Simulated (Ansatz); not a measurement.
Ansatz (a first-principles code) input (B3LYP-D3(BJ)/def2-TZVP):

Ansatz 0.2 input:
```yaml
crystal:
  periodic: [false, false, false]
  atoms:
    - {symbol: H, position_ang: [0.00176448, 0.04465142, 2.06832619]}
    - {symbol: N, position_ang: [0.00115828, 0.04699724, 1.06365633]}
    - {symbol: C, position_ang: [0.01248627, 1.17970021, 0.27461977]}
    - {symbol: C, position_ang: [-0.01104728, -1.07509778, 0.27835848]}
    - {symbol: C, position_ang: [0.00689995, 0.72175500, -1.00967507]}
    - {symbol: C, position_ang: [-0.00779897, -0.68423451, -1.04633232]}
    - {symbol: H, position_ang: [0.02307408, 2.16873903, 0.69529824]}
    - {symbol: H, position_ang: [-0.02106132, -2.06057777, 0.71251336]}
    - {symbol: H, position_ang: [-0.01512498, -1.33453082, -1.90355730]}
basis:
  gaussian:
    orbitals: def2-TZVP
hamiltonian:
  xc: b3lyp
  dispersion: d3bj
magnetization: {spin_polarized: true, initial_magnetization: 1}
phonons: {temperatures: {t_min: 298.15, t_max: 298.15, t_step: 100}}
```

Output:

```
Functional definition: B3LYP
integrals: 0.08 GiB planned
1051 factors; their error is unknown
mean field: 1.03 GiB planned
mean field evaluation 1: about -5693.2865 eV, gradient 4.4e1 eV
mean field evaluation 2: about -5686.5753 eV, gradient 5.8e1 eV
mean field evaluation 4: about -5702.1772 eV, gradient 4.0e0 eV
mean field evaluation 8: about -5702.2450 eV, gradient 3.7e-1 eV
mean field evaluation 16: about -5702.2456 eV, gradient 4.8e-4 eV
mean field -5702.24556153 eV, -209.5536592653 hartree, gradient 5.1e-5 eV, S^2 0.756406; 0 other end points of the search recorded, 0 dependent functions left out
the calculation of the forces begins
reference -5702.24580246 eV, -209.5536681194 hartree; 18, 17 occupied and 161, 162 virtual orbitals, 1051 factors
these checks for a lower state are left out or cut short: stability, starts, cluster_reference, orbital_swaps, neighbouring_geometries, increment
integrals: 0.08 GiB planned
1051 factors; their error is unknown
mean field: 1.03 GiB planned
mean field -5702.24554254 eV, -209.5536585674 hartree, gradient 2.7e-6 eV, S^2 0.756405; 0 other end points of the search recorded, 0 dependent functions left out
the calculation of the forces begins
reference -5702.24578346 eV, -209.5536674213 hartree; 18, 17 occupied and 161, 162 virtual orbitals, 1051 factors
these checks for a lower state are left out or cut short: stability, starts, cluster_reference, orbital_swaps, neighbouring_geometries, increment
integrals: 0.08 GiB planned
1051 factors; their error is unknown
mean field: 1.03 GiB planned
mean field evaluation 32: about -5702.2452 eV, gradient 3.6e-1 eV
mean field -5702.24554386 eV, -209.5536586159 hartree, gradient 2.6e-6 eV, S^2 0.756406; 0 other end points of the search recorded, 0 dependent functions left out
the calculation of the forces begins
reference -5702.24578480 eV, -209.5536674703 hartree; 18, 17 occupied and 161, 162 virtual orbitals, 1051 factors
these checks for a lower state are left out or cut short: stability, starts, cluster_reference, orbital_swaps, neighbouring_geometries, increment
integrals: 0.08 GiB planned
1051 factors; their error is unknown
mean field: 1.03 GiB planned
mean field -5702.24551364 eV, -209.5536575055 hartree, gradient 2.2e-6 eV, S^2 0.756406; 0 other end points of the search recorded, 0 dependent functions left out
the calculation of the forces begins
reference -5702.24575457 eV, -209.5536663596 hartree; 18, 17 occupied and 161, 162 virtual orbitals, 1051 factors
these checks for a lower state are left out or cut short: stability, starts, cluster_reference, orbital_swaps, neighbouring_geometries, increment
integrals: 0.08 GiB planned
1051 factors; their error is unknown
mean field: 1.03 GiB planned
mean field -5702.24546283 eV, -209.5536556382 hartree, gradient 2.3e-6 eV, S^2 0.756406; 0 other end points of the search recorded, 0 dependent functions left out
the calculation of the forces begins
reference -5702.24570376 eV, -209.5536644922 hartree; 18, 17 occupied and 161, 162 virtual orbitals, 1051 factors
these checks for a lower state are left out or cut short: stability, starts, cluster_reference, orbital_swaps, neighbouring_geometries, increment
integrals: 0.08 GiB planned
1051 factors; their error is unknown
mean field: 1.03 GiB planned
mean field -5702.24537717 eV, -209.5536524902 hartree, gradient 3.1e-6 eV, S^2 0.756407; 0 other end points of the search recorded, 0 dependent functions left out
the calculation of the forces begins
reference -5702.24561811 eV, -209.5536613446 hartree; 18, 17 occupied and 161, 162 virtual orbitals, 1051 factors
these checks for a lower state are left out or cut short: stability, starts, cluster_reference, orbital_swaps, neighbouring_geometries, increment
integrals: 0.08 GiB planned
[...]
integrals: 0.08 GiB planned
1051 factors; their error is unknown
mean field: 1.03 GiB planned
mean field evaluation 192: about -5702.2454 eV, gradient 5.2e-3 eV
mean field -5702.24544393 eV, -209.5536549436 hartree, gradient 2.6e-6 eV, S^2 0.756412; 0 other end points of the search recorded, 0 dependent functions left out
the calculation of the forces begins
reference -5702.24568488 eV, -209.5536637983 hartree; 18, 17 occupied and 161, 162 virtual orbitals, 1051 factors
these checks for a lower state are left out or cut short: stability, starts, cluster_reference, orbital_swaps, neighbouring_geometries, increment
integrals: 0.08 GiB planned
1051 factors; their error is unknown
mean field: 1.03 GiB planned
mean field -5702.24542125 eV, -209.5536541102 hartree, gradient 2.5e-6 eV, S^2 0.756400; 0 other end points of the search recorded, 0 dependent functions left out
the calculation of the forces begins
reference -5702.24566217 eV, -209.5536629638 hartree; 18, 17 occupied and 161, 162 virtual orbitals, 1051 factors
these checks for a lower state are left out or cut short: stability, starts, cluster_reference, orbital_swaps, neighbouring_geometries, increment
integrals: 0.08 GiB planned
1051 factors; their error is unknown
mean field: 1.03 GiB planned
mean field -5702.24549289 eV, -209.5536567429 hartree, gradient 2.6e-6 eV, S^2 0.756406; 0 other end points of the search recorded, 0 dependent functions left out
the calculation of the forces begins
reference -5702.24573387 eV, -209.5536655989 hartree; 18, 17 occupied and 161, 162 virtual orbitals, 1051 factors
these checks for a lower state are left out or cut short: stability, starts, cluster_reference, orbital_swaps, neighbouring_geometries, increment
integrals: 0.08 GiB planned
1051 factors; their error is unknown
mean field: 1.03 GiB planned
mean field -5702.24543099 eV, -209.5536544682 hartree, gradient 2.8e-6 eV, S^2 0.756405; 0 other end points of the search recorded, 0 dependent functions left out
the calculation of the forces begins
reference -5702.24567187 eV, -209.5536633204 hartree; 18, 17 occupied and 161, 162 virtual orbitals, 1051 factors
these checks for a lower state are left out or cut short: stability, starts, cluster_reference, orbital_swaps, neighbouring_geometries, increment
integrals: 0.08 GiB planned
1051 factors; their error is unknown
mean field: 1.03 GiB planned
mean field evaluation 224: about -5702.2455 eV, gradient 2.2e-6 eV
mean field -5702.24554763 eV, -209.5536587546 hartree, gradient 2.2e-6 eV, S^2 0.756406; 0 other end points of the search recorded, 0 dependent functions left out
the calculation of the forces begins
reference -5702.24578857 eV, -209.5536676089 hartree; 18, 17 occupied and 161, 162 virtual orbitals, 1051 factors
these checks for a lower state are left out or cut short: stability, starts, cluster_reference, orbital_swaps, neighbouring_geometries, increment
integrals: 0.08 GiB planned
1051 factors; their error is unknown
mean field: 1.03 GiB planned
mean field -5702.24554001 eV, -209.5536584744 hartree, gradient 2.2e-6 eV, S^2 0.756405; 0 other end points of the search recorded, 0 dependent functions left out
the calculation of the forces begins
reference -5702.24578093 eV, -209.5536673282 hartree; 18, 17 occupied and 161, 162 virtual orbitals, 1051 factors
these checks for a lower state are left out or cut short: stability, starts, cluster_reference, orbital_swaps, neighbouring_geometries, increment
integrals: 0.08 GiB planned
1051 factors; their error is unknown
mean field: 1.03 GiB planned
mean field -5702.24543727 eV, -209.5536546991 hartree, gradient 2.6e-6 eV, S^2 0.756405; 0 other end points of the search recorded, 0 dependent functions left out
the calculation of the forces begins
reference -5702.24567819 eV, -209.5536635526 hartree; 18, 17 occupied and 161, 162 virtual orbitals, 1051 factors
these checks for a lower state are left out or cut short: stability, starts, cluster_reference, orbital_swaps, neighbouring_geometries, increment
integrals: 0.08 GiB planned
1051 factors; their error is unknown
mean field: 1.03 GiB planned
mean field -5702.24549062 eV, -209.5536566594 hartree, gradient 2.6e-6 eV, S^2 0.756406; 0 other end points of the search recorded, 0 dependent functions left out
the calculation of the forces begins
reference -5702.24573156 eV, -209.5536655140 hartree; 18, 17 occupied and 161, 162 virtual orbitals, 1051 factors
these checks for a lower state are left out or cut short: stability, starts, cluster_reference, orbital_swaps, neighbouring_geometries, increment
integrals: 0.08 GiB planned
1051 factors; their error is unknown
mean field: 1.03 GiB planned
mean field -5702.24555051 eV, -209.5536588604 hartree, gradient 2.3e-6 eV, S^2 0.756406; 0 other end points of the search recorded, 0 dependent functions left out
the calculation of the forces begins
reference -5702.24579146 eV, -209.5536677151 hartree; 18, 17 occupied and 161, 162 virtual orbitals, 1051 factors
these checks for a lower state are left out or cut short: stability, starts, cluster_reference, orbital_swaps, neighbouring_geometries, increment
integrals: 0.08 GiB planned
1051 factors; their error is unknown
mean field: 1.03 GiB planned
mean field evaluation 256: about -5702.2455 eV, gradient 3.3e-4 eV
mean field -5702.24553588 eV, -209.5536583229 hartree, gradient 2.3e-6 eV, S^2 0.756405; 0 other end points of the search recorded, 0 dependent functions left out
the calculation of the forces begins
reference -5702.24577680 eV, -209.5536671764 hartree; 18, 17 occupied and 161, 162 virtual orbitals, 1051 factors
these checks for a lower state are left out or cut short: stability, starts, cluster_reference, orbital_swaps, neighbouring_geometries, increment
integrals: 0.08 GiB planned
1051 factors; their error is unknown
mean field: 1.03 GiB planned
mean field -5702.24549672 eV, -209.5536568838 hartree, gradient 2.8e-6 eV, S^2 0.756405; 0 other end points of the search recorded, 0 dependent functions left out
the calculation of the forces begins
reference -5702.24573762 eV, -209.5536657365 hartree; 18, 17 occupied and 161, 162 virtual orbitals, 1051 factors
these checks for a lower state are left out or cut short: stability, starts, cluster_reference, orbital_swaps, neighbouring_geometries, increment
integrals: 0.08 GiB planned
1051 factors; their error is unknown
mean field: 1.03 GiB planned
mean field -5702.24552533 eV, -209.5536579351 hartree, gradient 2.5e-6 eV, S^2 0.756407; 0 other end points of the search recorded, 0 dependent functions left out
the calculation of the forces begins
reference -5702.24576630 eV, -209.5536667905 hartree; 18, 17 occupied and 161, 162 virtual orbitals, 1051 factors
these checks for a lower state are left out or cut short: stability, starts, cluster_reference, orbital_swaps, neighbouring_geometries, increment
integrals: 0.08 GiB planned
1051 factors; their error is unknown
mean field: 1.03 GiB planned
mean field -5702.24550372 eV, -209.5536571409 hartree, gradient 2.1e-6 eV, S^2 0.756406; 0 other end points of the search recorded, 0 dependent functions left out
the calculation of the forces begins
reference -5702.24574461 eV, -209.5536659934 hartree; 18, 17 occupied and 161, 162 virtual orbitals, 1051 factors
these checks for a lower state are left out or cut short: stability, starts, cluster_reference, orbital_swaps, neighbouring_geometries, increment
integrals: 0.08 GiB planned
1051 factors; their error is unknown
mean field: 1.03 GiB planned
mean field evaluation 288: about -5702.2455 eV, gradient 3.1e-4 eV
mean field -5702.24553596 eV, -209.5536583258 hartree, gradient 3.1e-6 eV, S^2 0.756406; 0 other end points of the search recorded, 0 dependent functions left out
the calculation of the forces begins
reference -5702.24577694 eV, -209.5536671814 hartree; 18, 17 occupied and 161, 162 virtual orbitals, 1051 factors
Total energy: -5702.57262468 eV, -209.5656786145 hartree
Atom 0 at     0.001764     0.044651     2.068326 Å, force    -0.000002    -0.000237     0.001226 eV/Å
Atom 1 at     0.001158     0.046997     1.063656 Å, force    -0.000016    -0.001475    -0.000947 eV/Å
Atom 2 at     0.012486     1.179700     0.274620 Å, force     0.000010     0.000957     0.000797 eV/Å
Atom 3 at    -0.011047    -1.075098     0.278358 Å, force    -0.000008    -0.000723    -0.000738 eV/Å
Atom 4 at     0.006900     0.721755    -1.009675 Å, force    -0.000014    -0.001271    -0.001198 eV/Å
Atom 5 at    -0.007799    -0.684235    -1.046332 Å, force     0.000014     0.001331     0.000804 eV/Å
Atom 6 at     0.023074     2.168739     0.695298 Å, force     0.000008     0.000774    -0.000486 eV/Å
Atom 7 at    -0.021061    -2.060578     0.712513 Å, force     0.000005     0.000525    -0.000038 eV/Å
Atom 8 at    -0.015125    -1.334531    -1.903557 Å, force     0.000002     0.000120     0.000581 eV/Å
Dipole moment:    -0.000842    -0.112044     0.521390 e Å
Vibrations: 430.78 539.69 639.01 649.93 740.72 827.03 864.19 889.83 1036.55 1065.83 1151.56 1174.79 1243.17 1377.60 1427.08 1474.69 1534.59 3248.47 3266.15 3277.41 3651.52 cm⁻¹, zero-point energy 1.891416 eV
```

It need not be the lowest isomer of its formula.
